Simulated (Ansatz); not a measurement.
`OC(Cl)Cl` and `CCC(O)Cl` differ in one atom or group.

Ansatz, PBE0-D4/def2-TZVP geometries, multiplicity 1. Each molecule was computed in one conformer, which needn't be the lowest.

```tsv
property	`OC(Cl)Cl`
LUMO energy (B3LYP/def2-TZVPP) / eV	-0.56
LUMO energy (PBE0/def2-TZVPP) / eV	-0.26
HOMO–LUMO gap (PBE/def2-TZVPP) / eV	5.85
HOMO energy (PBE/def2-TZVPP) / eV	-7.20
ideal-gas entropy at 298 K and 1 bar (rigid rotor, harmonic PBE0-D4/def2-TZVP) / J/(mol·K)	298
size of the dipole moment (PBE/def2-TZVPP) / D	0.87
```

What does the change do to each property? (Estimate.)

Computed: 
```csv
property,`CCC(O)Cl`,shift
LUMO energy (B3LYP/def2-TZVPP) / eV,0.35,0.91
LUMO energy (PBE0/def2-TZVPP) / eV,0.68,0.94
HOMO–LUMO gap (PBE/def2-TZVPP) / eV,6.47,0.62
HOMO energy (PBE/def2-TZVPP) / eV,-6.83,0.37
"ideal-gas entropy at 298 K and 1 bar (rigid rotor, harmonic PBE0-D4/def2-TZVP) / J/(mol·K)",327,29
size of the dipole moment (PBE/def2-TZVPP) / D,1.65,0.78
```

With PBE0 the HOMO rises by 0.39 eV and the LUMO rises by 0.94 eV, so the gap widens by about 0.55 eV. PBE moves the HOMO by 0.37 eV and ωB97M-V by 0.34 eV. The zero-point energy changes by 173.0 kJ/mol with +18 modes. Dipoles are sizes alone; their direction can turn.

B3LYP here is the variant with VWN-RPA as its local correlation; programs differ in this.
